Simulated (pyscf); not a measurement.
This saddle point was located with ωB97X-D3(BJ)/def2-SVP in PySCF.

```
C
F 1 1.2866
H 1 1.2326 2 118.86
F 3 1.1987 1 106.86 2 -73.45
Cl 1 1.6927 3 122.21 4 74.58
```
Charge 0, spin multiplicity 1.

Surface: singlet, charge 0. Lowest wavenumbers (cm⁻¹): 1273i, 186, 283, 477, 814.

What reaction is this the transition state of?

`[F][CH]([F])[Cl]` ⇌ `[FH]` + `[F][C][Cl]` [singlet], a 1,1-elimination read from left to right: C–F, C–H broken and F–H formed. At CCSD(T)/def2-TZVPP + ΔMP2(QZVPP) it lies +319.0 kJ/mol from the left side and +64.4 kJ/mol from the right (each side as separated species at their lowest minima found). On the product side the descent ends in a complex, 33.4 kJ/mol under the separated species and 79.8 kJ/mol under the saddle at ωB97X-D3(BJ)/def2-TZVP. One saddle was located; it need not be the lowest between these sides. The CCSD(T) − MP2 part came from Ansatz, without density fitting, on the same reference.
